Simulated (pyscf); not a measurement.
# Substitution at Ge: F–N•–F + germane (GeH₄) → F–N(F)–GeH₃ + H atom (H•)

Gas phase, doublet surface, charge 0. Bonds broken: Ge4–H5. Bonds formed: N2–Ge4. Optimised with ωB97X-D3(BJ)/def2-SVP in PySCF.

Transition state (Å):

```xyz
8

F      1.5041    -0.8195    -0.8753
N      0.9026     0.2376    -0.2358
F      1.8677     0.6660     0.6597
Ge    -0.6465    -0.3166     0.9111
H      0.5822    -1.7267     0.9736
H     -1.0934     1.1516     1.0583
H     -0.5982    -0.8105     2.3859
H     -1.6173    -1.0860     0.0144
```

One imaginary mode, 808i cm⁻¹; descent along it reached the two sides named.

| bond | change | reactant side (Å) | saddle | product side |
|---|---|---|---|---|
| Ge4–H5 | breaks | 1.535 | 1.871 | 4.4 |
| N2–Ge4 | forms | 3.4 | 2.006 | 1.925 |

Electronic energies relative to the separated reactants (kcal/mol):

| level | barrier | reaction energy |
|---|---|---|
| ωB97X-D3(BJ)/def2-TZVP | 49.4 | +37.9 |
| PBE/def2-TZVP | 40.6 | +37.5 |
| r²SCAN/def2-TZVP | 42.5 | +40.1 |
| B3LYP-D3(BJ)/def2-TZVP | 45.8 | +39.8 |
| PBE0-D3(BJ)/def2-TZVP | 45.2 | +38.2 |
| M06-2X/def2-TZVP | 42.9 | +32.7 |
| ωB97M-D3(BJ)/def2-TZVP | 49.1 | +37.7 |
| HF/def2-TZVP | 67.0 | +43.8 |

With ωB97M-D3(BJ)/def2-TZVP energies and thermal terms (ideal gas, 1 atm, RRHO with modes under 100 cm⁻¹ raised to 100, one conformer, R ln 2 for rigid chiral ones), in kcal/mol:

| T (K) | ΔH‡ | ΔG‡ | ΔH | ΔG |
|---|---|---|---|---|
| 298 | 46.9 | 56.1 | +35.7 | +38.2 |
| 600 | 48.0 | 65.0 | +37.2 | +40.1 |
| 900 | 49.1 | 73.2 | +38.7 | +41.3 |
| 1200 | 50.0 | 81.2 | +39.9 | +42.0 |

F–N(F)–GeH₃ lies 158.8 kcal/mol over its isomer H₂N–GeH(F)–F, and others may lie lower still (electronic energy, ωB97M-D3(BJ)). This is the saddle that the search found; another between the same sides may lie lower. The angle at the attacked Ge is 74° (front-side attack). Elements up to Kr have no core potential and no relativistic terms here.
